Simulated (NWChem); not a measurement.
Molecule: SiF4; SMILES F[Si](F)(F)F

All runs: NWChem. Geometry: optimised at PBE0/def2-SVP. Level: PBE0/def2-SVP with SMD (1 M gas to 1 M solution), gas-phase geometry. Reactions with the solvent are ignored.

For solvent water:

```
Item                                         Result
-------------------------------------------  ------
solvation free energy (kcal/mol)                1.4
cavity-dispersion-structure term (kcal/mol)     3.2
```

How do the values read with solvent n-hexane instead?

The solvation free energy (kcal/mol) is -0.5 and the cavity-dispersion-structure term (kcal/mol) is 0.4.
